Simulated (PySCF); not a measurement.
Below is a simulated gas-phase C 1s photoelectron spectrum of ethyl isocyanide (`[C-]#[N+]CC`).

Every computed line was given a Gaussian of 0.4 eV full width at half maximum and an area set by the number of equivalent atoms; the highest printed point is 100. Method used: delta-SCF UKS SCAN, pcX-2 on the ionised atom, pcseg-1 elsewhere, spin-free X2C in PySCF 2.14.0.

```json
{"binding energy (eV)": "290.9", "intensity": "1"}
{"binding energy (eV)": "291.0", "intensity": "3"}
{"binding energy (eV)": "291.1", "intensity": "12"}
{"binding energy (eV)": "291.2", "intensity": "35"}
{"binding energy (eV)": "291.3", "intensity": "69"}
{"binding energy (eV)": "291.4", "intensity": "96"}
{"binding energy (eV)": "291.5", "intensity": "96"}
{"binding energy (eV)": "291.6", "intensity": "72"}
{"binding energy (eV)": "291.7", "intensity": "51"}
{"binding energy (eV)": "291.8", "intensity": "56"}
{"binding energy (eV)": "291.9", "intensity": "82"}
{"binding energy (eV)": "292.0", "intensity": "100"}
{"binding energy (eV)": "292.1", "intensity": "89"}
{"binding energy (eV)": "292.2", "intensity": "56"}
{"binding energy (eV)": "292.3", "intensity": "25"}
{"binding energy (eV)": "292.4", "intensity": "8"}
{"binding energy (eV)": "292.5", "intensity": "2"}
{"binding energy (eV)": "292.6", "intensity": "2"}
{"binding energy (eV)": "292.7", "intensity": "7"}
{"binding energy (eV)": "292.8", "intensity": "24"}
{"binding energy (eV)": "292.9", "intensity": "54"}
{"binding energy (eV)": "293.0", "intensity": "88"}
{"binding energy (eV)": "293.1", "intensity": "100"}
{"binding energy (eV)": "293.2", "intensity": "80"}
{"binding energy (eV)": "293.3", "intensity": "46"}
{"binding energy (eV)": "293.4", "intensity": "18"}
{"binding energy (eV)": "293.5", "intensity": "5"}
{"binding energy (eV)": "293.6", "intensity": "1"}
```

Question: How many maxima does the curve show, and how many computed lines lie under it?

Answer: The curve has 3 maxima (at 291.4, 292.0 and 293.1 eV). Under it lie 3 lines from 3 inequivalent carbon sites.

Question: Decompose the envelope and assign each component. Numbering: `[C-:1]#[N+:2][CH2:3][CH3:4]`.

Answer: 
| position (eV) | relative area | line | atoms | environment |
| --- | --- | --- | --- | --- |
| 291.45 | 1 | C 1s | C4 | methyl carbon |
| 292.02 | 1 | C 1s | C1 | isocyanide carbon |
| 293.09 | 1 | C 1s | C3 | sp3 carbon bound to nitrogen |

Question: What are the centre and the root-mean-square width of the whole band?

Answer: The area-weighted mean of the lines is 292.18 eV. Their own spread about it is 0.68 eV (rms) and each Gaussian has σ = 0.4/2.355 = 0.17 eV; the variances add, which gives 0.70 eV.

The listed C 1s values span 1.64 eV, from C4 (bonded to C and 3 H) to C3 (bonded to N, C and 2 H). The widest gap between neighbouring values is 1.07 eV, between 292.02 and 293.09 eV. Summing the Pauling electronegativity differences to the bonded atoms, each weighted by its formal bond order, gives -1.05 for the lowest site and -0.21 for the highest; the largest sum, +1.47, belongs to C1, 1.07 eV below the top.

No satellites, vibrations or lifetime broadening are included. The unrestricted hole states depart most from a pure doublet (⟨S²⟩ = 0.75; over 0.85 named) for C 1s of C1 (0.86), which makes this value less certain. Isolated species at its PBE0-D3(BJ)/def2-SVP geometry, gas phase.

Time: 15 s of wall time. Hardware: Arm Neoverse V1, one thread, on a shared host.
